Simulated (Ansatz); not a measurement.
Reaction: C2H5NO (SMILES CC(N)=O) + H+ → C2H6NO+ (SMILES CC(N)=[OH+])
Each species at its own B3LYP-D3(BJ)/def2-TZVP minimum (Ansatz, a program for electronic structure), one conformer.

Property: proton affinity (electronic), positive where energy is released, in kcal/mol. Radicals and triplets start from unrestricted determinants; spin-orbit coupling is neglected. CBS(X,Y): correlation extrapolated as X^-3, Hartree-Fock from the larger set. A bracket is a step between two methods taken in the basis named. Functionals run without relativity, which enters their misses. Double hybrids freeze cores in their MP2 part. 'core' is core correlation in cc-pwCVTZ, 'X2C' scalar relativity in cc-pVTZ-DK, both at CCSD(T).

CCSD(T)/CBS(cc-pVTZ,cc-pVQZ) + [CCSDT(Q) - CCSD(T)]/cc-pVDZ + core + X2C (Ansatz) gives 212.6 kcal/mol.

Question: How far off this value is PBE/def2-TZVPD (Ansatz), in which direction, and which of these levels come nearer: r2SCAN/def2-TZVPD, B3LYP/def2-TZVPD, PBE0/def2-TZVPD, wB97M-V/def2-TZVPD, B2PLYP/def2-TZVPD, CCSD(T)/CBS(cc-pVTZ,cc-pVQZ) + core + X2C?

Answer: PBE gives 211.2 kcal/mol, 1.4 kcal/mol below it. Differences of the others: r2SCAN/def2-TZVPD (Ansatz) 0.4; B3LYP/def2-TZVPD (Ansatz) -0.4; PBE0/def2-TZVPD (Ansatz) 1.1; wB97M-V/def2-TZVPD (Ansatz) -2.0; B2PLYP/def2-TZVPD (Ansatz) -1.9; CCSD(T)/CBS(cc-pVTZ,cc-pVQZ) + core + X2C (Ansatz) 0.1 kcal/mol. Nearer than PBE: r2SCAN/def2-TZVPD, B3LYP/def2-TZVPD, PBE0/def2-TZVPD, CCSD(T)/CBS(cc-pVTZ,cc-pVQZ) + core + X2C.
